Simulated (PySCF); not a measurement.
Spectrum to structure. The calculation used TDDFT CAM-B3LYP/def2-SVPD, vertical, gas phase, core orbitals frozen in the response in PySCF. Geometries: GFN2-xTB, one conformer each.

```csv
state,E (eV),f
S1,7.04,0.083
S2,7.33,0.303
S3,7.60,0.065
S4,7.97,0.0039
S5,8.24,0.027
S6,8.45,0.0027
S7,8.87,0.015
S8,9.08,0.030
```

Triplets computed (Tamm–Dancoff): 4.41, 6.97, 7.44 eV.

Question: Which candidate is it? All have the formula C5H9F.
A. `CCC1(F)CC1`
B. `FC1CCCC1`
C. `CC(C)=C(C)F`
D. `F[C@H](/C=C\C)C`

Answer: D. Its S1 lies at 7.04 eV; the nearest of the others has S1 at 7.75 eV. S1 is HOMO→LUMO (76%), HOMO→LUMO+2 (11%), HOMO→LUMO+1 (9%). Löwdin shares by element: HOMO carbon 81% or more (atoms not listed hold the other 19%); LUMO carbon 56% or more (atoms not listed hold the other 44%). At the same level the other candidates give, for their lowest levels:
- `CC(C)=C(C)F`: 6.27 eV (f 0.003); 7.15 eV (f 0.454); 7.30 eV (f 0.010); 7.36 eV (f 0.027); 8.12 eV (f 0.035); T1 4.34 eV; HOMO -7.96, LUMO 1.24 eV
- `FC1CCCC1`: 8.76 eV (f 0.008); 8.88 eV (f 0.020); 9.07 eV (f 0.001); 9.24 eV (f 0.007); 9.35 eV (f 0.012); T1 8.53 eV; HOMO -10.41, LUMO 1.34 eV
- `CCC1(F)CC1`: 7.75 eV (f 0.012); 8.29 eV (f 0.013); 8.43 eV (f 0.006); 8.45 eV (f 0.012); 8.80 eV (f 0.023); T1 7.59 eV; HOMO -9.32, LUMO 1.37 eV

Shape of the structure used: `[CH3:1]/[CH:2]=[CH:3]\[C@H:4]([CH3:5])[F:6]`: C2–C3–C4–C5 -85°.
